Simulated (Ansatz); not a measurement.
Input file:

```yaml
crystal:
  periodic: [false, false, false]
  atoms:
    - {symbol: Ga, position_ang: [0.084376, 0.005225, 1.608198]}
    - {symbol: C, position_ang: [-0.080498, 0.013599, -0.219609]}
    - {symbol: O, position_ang: [-0.003878, -0.018825, -1.388589]}
basis:
  gaussian: {orbitals: cc-pVDZ}
magnetization: {spin_polarized: false, initial_magnetization: 3}
correlation: {method: ccsd_t, electrons: outside_noble_gas}
```

```sh
$ ansatz run in.yaml --threads 1 --pin off --events-out ev --progress --plain --max-ram 2393MiB
```

Log:

```
586 factors; integrals over basis functions are off by at most 1.3e-3 eV
mean field evaluation 1: about -55395.2167 eV, gradient 2.6e1 eV
mean field evaluation 2: about -55395.2900 eV, gradient 2.6e1 eV
mean field evaluation 4: about -55398.3226 eV, gradient 3.4e0 eV
mean field evaluation 8: about -55398.5818 eV, gradient 1.3e0 eV
mean field evaluation 16: about -55398.6001 eV, gradient 1.4e-5 eV
mean field evaluation 32: about -55385.4702 eV, gradient 3.1e1 eV
mean field evaluation 64: about -55394.3986 eV, gradient 6.1e0 eV
mean field evaluation 96: about -55394.9849 eV, gradient 3.1e0 eV
mean field evaluation 128: about -55398.5988 eV, gradient 2.4e-1 eV
mean field evaluation 160: about -55394.7573 eV, gradient 6.3e-1 eV
mean field evaluation 192: about -55389.4956 eV, gradient 9.0e-3 eV
mean field evaluation 224: about -55388.6362 eV, gradient 1.5e1 eV
mean field evaluation 256: about -55389.9665 eV, gradient 2.1e-1 eV
mean field evaluation 288: about -55396.0693 eV, gradient 3.0e-1 eV
mean field evaluation 320: about -55394.7993 eV, gradient 2.3e1 eV
mean field evaluation 352: about -55394.6720 eV, gradient 2.3e0 eV
mean field evaluation 384: about -55394.4250 eV, gradient 6.6e0 eV
mean field evaluation 416: about -55394.6660 eV, gradient 3.6e-3 eV
mean field -55398.60014184 eV, -2035.8610046926 hartree, gradient 2.3e-6 eV, S^2 3.750000; 12 other end points of the search recorded, 0 dependent functions left out
mean field evaluation 448: about -55398.7163 eV, gradient 2.4e-1 eV
determinant -55398.60014184 eV, -2035.8610046926 hartree, with singles and doubles -55407.79909813 eV, -2036.1990601012 hartree
determinant -55396.14406882 eV, -2035.7707456740 hartree, with singles and doubles -55404.92948892 eV, -2036.0936039078 hartree
determinant -55396.07133449 eV, -2035.7680727368 hartree, with singles and doubles -55404.86215447 eV, -2036.0911294124 hartree
determinant -55394.76187122 eV, -2035.7199508493 hartree, with singles and doubles -55402.96848502 eV, -2036.0215383437 hartree
16 core orbitals not correlated, not the lowest: weight in the atoms' cores, before any rotation towards them, 0.990 or more for the frozen orbitals, at most 0.007 for the correlated occupied ones
reference -55398.60014184 eV, -2035.8610046926 hartree; 8, 5 occupied and 31, 34 virtual orbitals, 586 factors
second order -8.97627867 eV of doubles, -0.03066494 eV of singles
cycle   1  -9.20013375 eV  change   -1.2e-3 eV  update   2.1e-3
cycle   2  -9.19973388 eV  change    4.0e-4 eV  update   1.3e-3
cycle   3  -9.20015643 eV  change   -4.2e-4 eV  update   8.9e-4
cycle   4  -9.20029591 eV  change   -1.4e-4 eV  update   2.4e-4
cycle   5  -9.20079743 eV  change   -5.0e-4 eV  update   9.7e-5
cycle   6  -9.20087743 eV  change   -8.0e-5 eV  update   1.9e-5
cycle   7  -9.20088690 eV  change   -9.5e-6 eV  update   6.8e-6
perturbative correction -0.40406033 eV, -0.0148489432 hartree
Total energy: -55408.20508906 eV, -2036.2139799927 hartree
```

Ran on 1 thread of Arm Neoverse V2, shared host: 8 s wall, 0.13 GiB peak host memory.
